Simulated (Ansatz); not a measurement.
The first iterations of a band of H5MgNSi (8 atoms, charge 0, multiplicity 1).

All numbers below come from Ansatz 0.2.0, RKS B3LYP-D4/def2-SVP.

```json
{
 "movable images": "7",
 "climbing image": "yes",
 "spring": "5.0 eV/Å²",
 "optimiser": "quadratic models (default)",
 "start path": "IDPP",
 "force threshold": "0.03 eV/Å",
 "iteration limit": "39",
 "end points": "relaxed"
}
```

Initial state:

```xyz
8
Properties=species:S:1:pos:R:3
N -0.698 0.041 -0.427
Si 0.984 0.765 0.163
Mg 0.093 -1.514 0.845
H -0.765 -0.092 -1.439
H -1.515 0.601 -0.171
H 0.588 2.091 0.756
H 1.665 1.163 -1.120
H -0.351 -3.055 1.393
```

Final state:

```xyz
8
Properties=species:S:1:pos:R:3
N -1.147 0.640 -0.689
Si 0.456 0.529 0.045
Mg 0.700 -1.846 1.052
H -1.365 -0.013 -1.437
H -1.483 1.563 -0.955
H 0.454 1.566 1.134
H 1.583 0.973 -0.861
H 0.803 -3.413 1.712
```

| iteration | highest image above the first end (eV) | largest band force component (eV/Å) |
| --- | --- | --- |
| 1 | 0.266 | 0.686 |
| 2 | 0.219 | 0.517 |

Does the band converge within its limit, and where does its top end?

It converged. It ended after 7 iterations with the highest image 0.190 eV above the first end. A vibrational analysis at the climbing image gives one clearly imaginary mode, 126i cm⁻¹: a first-order saddle point. The orbitals stay closed-shell, which can raise the energy where a bond breaks towards radicals; this wasn't checked here.

The run took 6.5 min on 1 thread of Intel(R) Xeon(R) Processor @ 2.50GHz (Skylake/Cascade Lake) (shared host), peak memory 0.17 GiB.
